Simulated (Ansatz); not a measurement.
# Rock-salt TiC

Method: PBEsol (plane waves, PAW; Ansatz, a first-principles code).

Run with plane-wave cutoff 500 eV, 10×14×1 k mesh (along the axes of the cell as run), Fermi–Dirac smearing 0.05 eV, scalar-relativistic PAW data made under PBE.

Cell: relaxed at this level.

```
Property                              Value
--------------------------------  ---------
surface energy of the (110) face  4.01 J/m²
work function of the (110) face     3.96 eV
```

The slab of 16 atoms is relaxed and unreconstructed.

It cost very roughly 9 core-minutes of CPU time.
